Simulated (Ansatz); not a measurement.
**Molecular dynamics, step by step**

C₂H₇F (SMILES F.CC), closed shell, PBE-D4/cc-pVDZ (Ansatz 0.2.0). Settings (timestep in fs, temperature in K; T counts 24 degrees of freedom):

```yaml
hamiltonian: {xc: pbe, dispersion: d4}
md: {n_steps: 30, timestep: 0.75, temperature: 300, ensemble: nve, seed: 51, initial_velocities: maxwell_boltzmann}
```

Start (the SMILES describes the start alone):

F1  (-0.204, 1.038, -2.513)
H2  (-0.068, 0.362, -1.899)
C3  (-0.086, 0.407, 1.029)
C4  (0.152, -0.747, 0.071)
H5  (-0.274, 1.340, 0.492)
H6  (-0.949, 0.216, 1.670)
H7  (0.779, 0.567, 1.676)
H8  (0.340, -1.684, 0.600)
H9  (1.031, -0.571, -0.560)
H10  (-0.721, -0.928, -0.566)
(Å)

```json
{"step": "0", "time (fs)": "0.00", "potential energy less the start (meV)": "0.0", "kinetic energy (meV)": "310.2", "T (K)": "300"}
{"step": "2", "time (fs)": "1.50", "potential energy less the start (meV)": "45.7", "kinetic energy (meV)": "266.5", "T (K)": "258"}
{"step": "4", "time (fs)": "3.00", "potential energy less the start (meV)": "70.2", "kinetic energy (meV)": "239.4", "T (K)": "232"}
{"step": "6", "time (fs)": "4.50", "potential energy less the start (meV)": "167.1", "kinetic energy (meV)": "144.6", "T (K)": "140"}
{"step": "8", "time (fs)": "6.00", "potential energy less the start (meV)": "242.0", "kinetic energy (meV)": "71.4", "T (K)": "69"}
{"step": "10", "time (fs)": "7.50", "potential energy less the start (meV)": "205.2", "kinetic energy (meV)": "105.8", "T (K)": "102"}
{"step": "12", "time (fs)": "9.00", "potential energy less the start (meV)": "175.7", "kinetic energy (meV)": "135.0", "T (K)": "131"}
{"step": "14", "time (fs)": "10.50", "potential energy less the start (meV)": "159.9", "kinetic energy (meV)": "152.7", "T (K)": "148"}
{"step": "16", "time (fs)": "12.00", "potential energy less the start (meV)": "87.6", "kinetic energy (meV)": "222.4", "T (K)": "215"}
{"step": "18", "time (fs)": "13.50", "potential energy less the start (meV)": "72.4", "kinetic energy (meV)": "238.5", "T (K)": "231"}
{"step": "20", "time (fs)": "15.00", "potential energy less the start (meV)": "90.9", "kinetic energy (meV)": "220.7", "T (K)": "213"}
{"step": "22", "time (fs)": "16.50", "potential energy less the start (meV)": "100.0", "kinetic energy (meV)": "210.8", "T (K)": "204"}
{"step": "24", "time (fs)": "18.00", "potential energy less the start (meV)": "133.8", "kinetic energy (meV)": "178.1", "T (K)": "172"}
{"step": "26", "time (fs)": "19.50", "potential energy less the start (meV)": "139.3", "kinetic energy (meV)": "172.1", "T (K)": "166"}
{"step": "28", "time (fs)": "21.00", "potential energy less the start (meV)": "141.8", "kinetic energy (meV)": "168.5", "T (K)": "163"}
{"step": "30", "time (fs)": "22.50", "potential energy less the start (meV)": "185.9", "kinetic energy (meV)": "126.9", "T (K)": "123"}
```

Step 8, positions (Å) and forces (eV/Å):

```json
{"atom": "F1", "x": "-0.202", "y": "1.039", "z": "-2.524", "Fx": "0.112", "Fy": "-1.339", "Fz": "1.202"}
{"atom": "H2", "x": "-0.139", "y": "0.284", "z": "-1.909", "Fx": "-0.102", "Fy": "1.275", "Fz": "-1.052"}
{"atom": "C3", "x": "-0.075", "y": "0.363", "z": "1.036", "Fx": "-0.517", "Fy": "3.066", "Fz": "1.425"}
{"atom": "C4", "x": "0.162", "y": "-0.697", "z": "0.086", "Fx": "-0.124", "Fy": "-3.221", "Fz": "-1.691"}
{"atom": "H5", "x": "-0.280", "y": "1.288", "z": "0.427", "Fx": "0.053", "Fy": "-0.030", "Fz": "0.523"}
{"atom": "H6", "x": "-1.003", "y": "0.189", "z": "1.653", "Fx": "0.488", "Fy": "-0.009", "Fz": "-0.324"}
{"atom": "H7", "x": "0.746", "y": "0.631", "z": "1.762", "Fx": "-0.252", "Fy": "-0.363", "Fz": "-0.502"}
{"atom": "H8", "x": "0.290", "y": "-1.685", "z": "0.612", "Fx": "0.044", "Fy": "0.220", "Fz": "-0.400"}
{"atom": "H9", "x": "1.013", "y": "-0.646", "z": "-0.654", "Fx": "-0.179", "Fy": "0.440", "Fz": "0.596"}
{"atom": "H10", "x": "-0.777", "y": "-0.841", "z": "-0.536", "Fx": "0.477", "Fy": "-0.039", "Fz": "0.224"}
```

Step 16, positions (Å) and forces (eV/Å):

```tsv
atom	x	y	z	Fx	Fy	Fz
F1	-0.199	1.035	-2.529	0.004	0.113	0.027
H2	-0.215	0.275	-1.984	0.017	-0.169	0.115
C3	-0.076	0.387	1.068	-0.173	0.343	-0.770
C4	0.168	-0.718	0.067	-0.088	-0.231	0.180
H5	-0.283	1.291	0.478	-0.019	0.508	0.044
H6	-0.994	0.148	1.605	-0.424	0.000	0.543
H7	0.721	0.610	1.772	0.587	-0.041	0.399
H8	0.267	-1.696	0.549	0.233	-0.479	0.134
H9	1.007	-0.585	-0.632	0.319	0.207	-0.040
H10	-0.763	-0.783	-0.503	-0.455	-0.253	-0.632
```

Step 22, positions (Å) and forces (eV/Å):

```json
{"atom": "F1", "x": "-0.197", "y": "1.033", "z": "-2.532", "Fx": "-0.030", "Fy": "-0.330", "Fz": "0.307"}
{"atom": "H2", "x": "-0.263", "y": "0.242", "z": "-2.017", "Fx": "0.071", "Fy": "0.286", "Fz": "-0.173"}
{"atom": "C3", "x": "-0.081", "y": "0.418", "z": "1.087", "Fx": "-0.134", "Fy": "-0.793", "Fz": "-0.194"}
{"atom": "C4", "x": "0.167", "y": "-0.747", "z": "0.050", "Fx": "-0.050", "Fy": "0.980", "Fz": "0.047"}
{"atom": "H5", "x": "-0.285", "y": "1.383", "z": "0.543", "Fx": "0.192", "Fy": "-0.506", "Fz": "0.235"}
{"atom": "H6", "x": "-1.018", "y": "0.129", "z": "1.645", "Fx": "0.556", "Fy": "0.426", "Fz": "0.011"}
{"atom": "H7", "x": "0.775", "y": "0.568", "z": "1.812", "Fx": "-0.573", "Fy": "-0.132", "Fz": "-0.470"}
{"atom": "H8", "x": "0.293", "y": "-1.770", "z": "0.507", "Fx": "0.062", "Fy": "0.652", "Fz": "-0.170"}
{"atom": "H9", "x": "1.058", "y": "-0.493", "z": "-0.608", "Fx": "-0.646", "Fy": "-0.390", "Fz": "0.371"}
{"atom": "H10", "x": "-0.781", "y": "-0.787", "z": "-0.565", "Fx": "0.551", "Fy": "-0.193", "Fz": "0.036"}
```

Last step (30):

F1  (-0.195, 1.029, -2.534)
H2  (-0.321, 0.191, -2.059)
C3  (-0.090, 0.435, 1.104)
C4  (0.160, -0.756, 0.033)
H5  (-0.246, 1.421, 0.653)
H6  (-0.955, 0.201, 1.727)
H7  (0.757, 0.487, 1.784)
H8  (0.350, -1.751, 0.445)
H9  (1.036, -0.450, -0.540)
H10  (-0.692, -0.845, -0.653)
(Å)

The run took about 14 s on 4 CPU threads of an Arm Neoverse V2 (shared host).
